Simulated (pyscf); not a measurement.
A first-order saddle from PySCF, ωB97X-D3(BJ)/def2-SVP:

```xyz
14

C      1.4042     0.3610     0.2037
Al    -0.6522     0.9226     0.1319
C     -1.5948    -0.0201    -1.2877
N     -1.2333     1.1075     1.8142
H      2.2666     0.9257     0.5919
H      1.7179    -0.2029    -0.6882
H      1.1412    -0.3640     0.9988
H     -1.1182     0.1351    -2.2697
H     -2.6462     0.3006    -1.3774
H     -1.6032    -1.1053    -1.0871
H     -2.1888     1.3492     2.0557
H     -0.6367     1.2601     2.6204
H      0.8135     1.6253    -0.2685
H      0.0976     2.3707    -0.5507
```

Surface: singlet, charge 0. Lowest wavenumbers (cm⁻¹): 1429i, 67, 102, 140, 156.

### Question
Which two sides does it connect, and which bonds change?

### Answer
H₃C–Al(CH₃)–NH₂ + hydrogen (H₂) ⇌ methane (CH₄) + H₃C–AlH–NH₂, a four-centre exchange read from left to right: Al–C, H–H broken and C–H, Al–H formed. At ωB97M-D3(BJ)/def2-TZVP it lies +135.7 kJ/mol from the left side and +163.1 kJ/mol from the right (each side as separated species at their lowest minima found). At the saddle there is also a short Al–H contact that neither side keeps. The same reactants have a lower exit, to H₃C–AlH–CH₃ + NH₃ (barrier +85.4 kJ/mol at ωB97M-D3(BJ)/def2-TZVP, against +135.7 kJ/mol here). One saddle was located; it need not be the lowest between these sides.
